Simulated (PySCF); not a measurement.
# AlHCl2 (SMILES [H][Al]([Cl])[Cl]) at 6 levels

Aim: a comparison of 6 runs (PBE0/STO-3G, CCSDT/STO-3G, CCSDTQ/STO-3G, QCISD(T)/STO-3G, CCSD(T)/STO-3G, UCCSD(T)/STO-3G) of AlHCl2. Input form: a Python script.

The calculation is run with PySCF 2.14.0.

3 further runs of the same task are left out: 3 set aside as unsound or not needed.

## 1. The system as given

AlHCl2 has 4 atoms, charge 0, and is taken as a singlet. SMILES: `[H][Al]([Cl])[Cl]`. The Al1–H4 distance was set to 1.826 Å, away from the relaxed value.

Bond lengths: Al1–Cl2 2.022 Å, Al1–Cl3 2.023 Å. Angles: Cl2–Al1–Cl3 124.1°.

## 2. The energy at PBE0/STO-3G (run 1)

Input file mol.xyz:

```xyz
4
AlCl2H
Al     0.108376     0.180523    -0.000900
Cl     2.127976     0.078583     0.013800
Cl    -0.939554     1.911073    -0.016310
H     -0.828410    -1.386630     0.001980
```

Input file run.py:

```python
from pyscf import gto, dft

system = gto.M(
    atom='mol.xyz',
    max_memory=1860,
    spin=0,
    verbose=3,
    basis='sto-3g',
)

myscf = dft.RKS(system)
myscf.xc = 'pbe0'
myscf.grids.level = 5
myscf.conv_tol = 1e-10
myscf.kernel()
if not myscf.converged:
    myscf = myscf.newton().run(myscf.mo_coeff, myscf.mo_occ)

etot = myscf.e_tot
print('E(%s) = %.9f' % ('PBE0', etot))
```

Started as:

```
OMP_NUM_THREADS=1 python run.py
```

Log:

```text
converged SCF energy = -1150.22929429101
E(PBE0) = -1150.229294291
```

It took 3.3 s on 1 thread of Arm Neoverse V1, shared host; peak memory 0.23 GiB.

## 3. The energy at CCSDT/STO-3G (run 2)

Input file geometry.xyz:

```xyz
4

Al     0.108376     0.180523    -0.000900
Cl     2.127976     0.078583     0.013800
Cl    -0.939554     1.911073    -0.016310
H     -0.828410    -1.386630     0.001980
```

Input file calc.py:

```python
from pyscf import gto, scf, cc

mol = gto.M(
    atom='geometry.xyz',
    spin=0,
    verbose=3,
    basis='sto-3g',
    max_memory=1860,
)

hf = scf.RHF(mol)
hf.conv_tol = 1e-10
hf.kernel()
if not hf.converged:
    hf = hf.newton().run(hf.mo_coeff, hf.mo_occ)

mycc = cc.CCSDT(hf, frozen=15)
mycc.kernel()
e_final = mycc.e_tot
print(f'total energy: {e_final:.8f} hartree')
```

Started as:

```
OMP_NUM_THREADS=1 python calc.py
```

Log:

```text
converged SCF energy = -1148.89046825757
_make_eris_incore_RCCSDT

WARN: A large `blksize` is being used, which may cause large memory consumption
      for storing contraction intermediates. If memory is sufficient, consider using
      `pyscf.cc.rccsdt_highm.RCCSDT` instead.

RCCSDT converged
E(RCCSDT) = -1148.944641911343   E_corr = -0.05417365377818088
E_corr(same-spin) = -0.00509274523047442
E_corr(oppo-spin) = -0.0490809085477064
total energy: -1148.94464191 hartree
```

Wall time 1.4 s (1 thread of Arm Neoverse V1, shared host); peak memory 0.11 GiB.

Runs 3 to 5 aren't shown in full; the table further down has their settings and results.

## 4. The energy at UCCSD(T)/STO-3G (run 6)

mol.xyz is that of step 2.

Input file run.py:

```python
from pyscf import gto, scf, cc

mol = gto.Mole()
mol.atom = 'mol.xyz'
mol.basis = 'sto-3g'
mol.verbose = 3
mol.max_memory = 1860
mol.charge = 0
mol.build()

myscf = scf.UHF(mol)
myscf.conv_tol = 1e-10
myscf.kernel()
if not myscf.converged:
    myscf = myscf.newton().run(myscf.mo_coeff, myscf.mo_occ)
for _ in range(3):
    mo, _, stable, _ = myscf.stability(return_status=True)
    if stable:
        break
    myscf.kernel(myscf.make_rdm1(mo, myscf.mo_occ))

mycc = cc.CCSD(myscf, frozen=15)
mycc.kernel()
e_t = mycc.ccsd_t()
etot = mycc.e_tot + e_t
print('E(%s) = %.9f' % ('CCSD(T)', etot))
```

Started as:

```
OMP_NUM_THREADS=1 python run.py
```

Log:

```text
converged SCF energy = -1148.89046825757  <S^2> = 1.4210855e-13  2S+1 = 1
<class 'pyscf.scf.uhf.UHF'> wavefunction is stable in the internal stability analysis
E(UCCSD) = -1148.943096252245  E_corr = -0.05262799467911152
UCCSD(T) correction = -0.00127424779151334
E(CCSD(T)) = -1148.944370500
```

It took 1 s on 1 thread of Arm Neoverse V1, shared host; peak memory 0.12 GiB.

## 5. Overview of the runs

```tsv
run	level	integration grid	frozen core orbitals	energy (Eh)	dipole moment (D) of the reference	HOMO energy (eV)	LUMO energy (eV)	wall time
1	PBE0/STO-3G	5	–	-1150.229294	1.59	-6.54	2.79	3.3 s
2	CCSDT/STO-3G	–	15	-1148.944642	1.76	-9.59	7.04	1.4 s
3	CCSDTQ/STO-3G	–	15	-1148.944626	1.76	-9.59	7.04	15 s
4	QCISD(T)/STO-3G	–	15	-1148.944535	1.76	-9.59	7.04	0.8 s
5	CCSD(T)/STO-3G	–	15	-1148.944371	1.76	-9.59	7.04	0.8 s
6	UCCSD(T)/STO-3G	–	15	-1148.944371	1.76	-9.59	7.04	1 s
```

## 6. Results

| quantity | value |
| --- | --- |
| run 6: total energy | -1148.94437 Eh |
| run 6: dipole moment (Hartree–Fock density) | 1.76 D |
| run 6: HOMO energy (Hartree–Fock orbitals) | -9.59 eV |
| run 6: LUMO energy (Hartree–Fock orbitals) | 7.04 eV |
| run 6: HOMO–LUMO gap (Hartree–Fock orbitals) | 16.63 eV |
| run 6: correlation energy (15 core orbitals frozen) | -53.9 mEh |
| run 6: (T) correction | -1.27 mEh |
| run 6: T1 diagnostic | 0.008 |

In words: In runs 1, 2, 3, 4, 5, 6 the basis is minimal, so the values are rough. All runs together took 22 s, the longest 15 s.
